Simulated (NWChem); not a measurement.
Molecule: SiH₄; SMILES [SiH4]

```xyz
5

Si     0.0000     0.0000     0.0000
H     -0.8572     0.8572     0.8573
H      0.8572    -0.8572     0.8573
H      0.8572     0.8572    -0.8573
H     -0.8572    -0.8572    -0.8573
```
Atoms are numbered in this order, from 1.

All runs use the structure optimised with PBE0-D3(BJ)/def2-TZVP.

Q: List the 4 lowest vertical singlet excitations from B3LYP/def2-SVP, TDA (NWChem).

A: 
```csv
state,energy (eV),oscillator strength,leading excitation (squared amplitude)
S1,9.53,0.000,HOMO−1 → LUMO+1 (0.50)
S2,9.53,0.000,HOMO−2 → LUMO (0.50)
S3,9.53,0.000,HOMO−2 → LUMO+1 (0.50)
S4,9.84,0.000,HOMO−1 → LUMO+1 (0.50)
```
